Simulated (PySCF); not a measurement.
## Basis-set dependence of excited states

1,1,1-trichloropropane, C3H5Cl3.
Cartesian coordinates in Å at the PBE0-D3(BJ)/def2-SVP level; atoms count from 1:
```xyz
11
C3H5Cl3 angstrom
C     -1.6628    0.4417    0.2573
C     -0.4422   -0.4199   -0.0013
C      0.8660    0.3424   -0.1446
Cl     0.7862    1.4851   -1.5117
Cl     2.1885   -0.8128   -0.4455
Cl     1.2322    1.2532    1.3443
H     -1.5545    1.0137    1.1897
H     -1.8292    1.1512   -0.5656
H     -2.5540   -0.1955    0.3470
H     -0.2871   -1.1419    0.8160
H     -0.5589   -1.0034   -0.9282
```

TDDFT with PBE0 (PySCF), vertical singlets, core orbitals frozen in the response, spherical d and f functions. Isolated species at its PBE0-D3(BJ)/def2-SVP geometry, gas phase.

Q: How do the low singlets change with the basis? Take 6-31G*, def2-SVP, def2-SVPD and def2-TZVP.

A: 

| basis | functions | diffuse | S1 (eV) | S2 (eV) | S3 (eV) | S4 (eV) | S5 (eV) | LUMO (eV) | α (au) |
| --- | --- | --- | --- | --- | --- | --- | --- | --- | --- |
| 6-31G* | 106 | no | 6.32 | 6.76 | 6.76 | 6.96 | 7.43 | -0.68 | 61.1 |
| def2-SVP | 121 | no | 6.80 | 7.24 | 7.25 | 7.41 | 7.65 | -0.03 | 59.9 |
| def2-SVPD | 181 | yes | 6.33 | 6.75 | 6.76 | 6.96 | 7.25 | -0.84 | 79.2 |
| def2-TZVP | 234 | no | 6.32 | 6.74 | 6.75 | 6.92 | 7.36 | -0.68 | 72.7 |

States are compared by their number. Against the only diffuse basis here (def2-SVPD, itself not a converged limit), sets without diffuse functions differ by up to 0.47 eV in S1 and 0.40 eV in S5. State by state, the largest deviation of a set without diffuse functions is S1 0.47, S2 0.48, S3 0.49, S4 0.45, S5 0.40 eV. The same number needn't mean the same state in each row. Against def2-SVPD the polarisability deviates by -23% in 6-31G*, -24% in def2-SVP, -8% in def2-TZVP.
